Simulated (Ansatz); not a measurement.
## GaH$_{3}$, triplet: stretch scan

Starting geometry (PBE0/def2-TZVP stationary point for this spin, not checked as a minimum):

```xyz
4

Ga    0.0000    0.0277   -0.0457
H     0.0000   -1.4776   -0.5415
H     0.4054   -0.2202    1.8512
H    -0.4054   -0.2202    1.8512
```

From there H2 moves along the line of the two atoms named below, all else staying in place; atoms are numbered as listed. Energies are in kJ/mol, counted from the starting geometry at the same level. Kohn–Sham curves are unrestricted where that lies lower.

Basis cc-pVDZ; Ansatz 0.2.0. Only valence electrons are correlated (noble-gas cores and the filled d shells of p-block atoms frozen). No spin–orbit coupling is included, and no scalar relativity.

Full CI is exact within this basis and frozen core; it isn't the basis-set limit.

```csv
distance Ga1-H2 (Å),PBE0
1.291,81.9
1.415,22.5
1.585,0.0
1.728,9.0
1.974,46.3
2.185,77.8
2.576,109.5
2.886,117.6
3.468,121.6
4.314,122.9
5.389,123.3
```

Question: Estimate the full CI curve in cc-pVDZ from this one, knowing how PBE0 errs.

Answer: The computed full CI values, in kJ/mol from the starting point, and the error of PBE0 against them:
| distance Ga1-H2 (Å) | full CI | PBE0 less full CI |
| --- | --- | --- |
| 1.291 | 89.7 | -7.8 |
| 1.415 | 25.6 | -3.1 |
| 1.585 | 0.0 | 0.0 |
| 1.728 | 8.2 | 0.8 |
| 1.974 | 46.4 | -0.1 |
| 2.185 | 80.2 | -2.4 |
| 2.576 | 113.5 | -4.0 |
| 2.886 | 120.1 | -2.6 |
| 3.468 | 121.9 | -0.2 |
| 4.314 | 122.1 | 0.7 |
| 5.389 | 122.2 | 1.0 |

The error spans 8.8 kJ/mol and is largest, -7.8 kJ/mol, at 1.291 Å.

In so small a basis the reference is far from its limit while semilocal and hybrid functionals are nearer theirs, so the functionals' errors here hold much of the reference's basis and frozen-core error, which can add to them or hide them.
